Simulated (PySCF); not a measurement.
Species: dimethyl disulfide, C2H6S2.
SMILES: `CSSC`

A PySCF run (density fitting, gas phase, GFN2-xTB geometry) gave HOMO -8.67 eV, LUMO 1.31 eV, dipole 2.14 D.

Question: Which of these levels was it?
A. PBE/6-31G
B. PBE0/pcSseg-1
C. wB97X-D/def2-SVPD
D. LC-wPBE/pcSseg-1
E. PBE0/def2-TZVP

Answer: C. It is wB97X-D/def2-SVPD. All candidates on this geometry:

```json
{"level and settings": "PBE/6-31G", "kind": "GGA", "basis functions": "56", "SCF cycles": "12", "E (Eh)": "-875.6252", "HOMO (eV)": "-5.56", "LUMO (eV)": "-1.11", "dipole (D)": "2.47"}
{"level and settings": "PBE0/def2-TZVP, fitting basis def2-qzvpp-jkfit, energy threshold 1e-06 Eh", "kind": "global hybrid", "basis functions": "172", "SCF cycles": "7", "E (Eh)": "-875.8911", "HOMO (eV)": "-6.75", "LUMO (eV)": "-0.11", "dipole (D)": "2.00"}
{"level and settings": "PBE0/pcSseg-1", "kind": "global hybrid", "basis functions": "112", "SCF cycles": "11", "E (Eh)": "-875.7826", "HOMO (eV)": "-6.86", "LUMO (eV)": "-0.11", "dipole (D)": "2.16"}
{"level and settings": "wB97X-D/def2-SVPD", "kind": "range-separated hybrid", "basis functions": "142", "SCF cycles": "12", "E (Eh)": "-875.8801", "HOMO (eV)": "-8.67", "LUMO (eV)": "1.31", "dipole (D)": "2.14"}
{"level and settings": "LC-wPBE/pcSseg-1, grid level 1", "kind": "range-separated hybrid", "basis functions": "112", "SCF cycles": "9", "E (Eh)": "-875.8849", "HOMO (eV)": "-9.57", "LUMO (eV)": "2.25", "dipole (D)": "2.24"}
```

The nearest other candidate, by the summed differences of HOMO and LUMO, is LC-wPBE/pcSseg-1: its HOMO differs by -0.90 eV and its LUMO by +0.94 eV. wB97X-D ran without the empirical dispersion term, which would shift the total energy alone. Cycle counts include a coarse-grid stage where the run had one.

Shape of the structure used: `[CH3:1][S:2][S:3][CH3:4]`: C1–S2–S3–C4 91°.
